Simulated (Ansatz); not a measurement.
A nudged elastic band was laid between two geometries of BCl2H (4 atoms, charge 0, multiplicity 1).

The calculation used Ansatz 0.2.0, RKS BHLYP/def2-SVPD.

* movable images: 9
* climbing image: yes
* spring: 5.0 eV/Å²
* optimiser: quadratic models (default)
* start path: straight line
* force threshold: 0.03 eV/Å
* iteration limit: 60
* end points: relaxed

Image 0:

```xyz
4
Properties=species:S:1:pos:R:3
B 0.214 0.000 0.270
H 0.001 0.000 1.437
Cl 1.860 0.000 -0.303
Cl -1.119 0.000 -0.852
```

Image 10:

```xyz
4
Properties=species:S:1:pos:R:3
B -0.609 0.000 -0.420
H 1.250 0.000 0.808
Cl 2.340 0.000 1.522
Cl -2.024 0.000 -1.358
```

Question: What changes between the two ends?

Answer: Bonds broken: B1–H2, B1–Cl3. Bonds formed: H2–Cl3. BCl2H becomes BCl + ClH.

Question: What energy profile does the band end with?

Answer: It converged. The highest image is number 5 of 0 to 10, 4.03 eV above the first end and 0.40 eV above the last; the last end lies 3.63 eV above the first. Neighbouring images differ by up to 1.4 eV, so the band resolves the path poorly. Another band between the same ends (9 images) ends at a top of the same energy, where a vibrational analysis finds 1 clearly imaginary mode. The orbitals stay closed-shell, which can raise the energy where a bond breaks towards radicals; this wasn't checked here.

| image | path coordinate (Å) | energy (eV) | B1–H2 (Å) | B1–Cl3 (Å) | H2–Cl3 (Å) |
| --- | --- | --- | --- | --- | --- |
| 0 | 0.00 | 0.00 | 1.19 | 1.74 | 2.55 |
| 1 | 0.29 | 0.34 | 1.16 | 1.79 | 2.30 |
| 2 | 0.58 | 1.49 | 1.15 | 2.01 | 2.13 |
| 3 | 0.87 | 2.91 | 1.15 | 2.30 | 2.00 |
| 4 | 1.16 | 3.79 | 1.20 | 2.54 | 1.83 |
| 5 | 1.45 | 4.03 | 1.35 | 2.70 | 1.60 |
| 6 | 1.83 | 3.84 | 1.77 | 2.97 | 1.35 |
| 7 | 2.20 | 3.73 | 2.06 | 3.26 | 1.31 |
| 8 | 2.57 | 3.68 | 2.15 | 3.40 | 1.30 |
| 9 | 2.95 | 3.65 | 2.19 | 3.48 | 1.30 |
| 10 | 3.32 | 3.63 | 2.23 | 3.53 | 1.30 |

Question: What is the geometry of the highest image?

Answer: 
```xyz
4
Properties=species:S:1:pos:R:3
B -0.554 0.000 0.187
H 0.518 0.000 1.010
Cl 2.091 0.000 0.742
Cl -1.099 0.000 -1.387
```

Time of the run: 3.9 min on 1 thread of Arm Neoverse V1, on a shared host, peak memory 0.15 GiB.
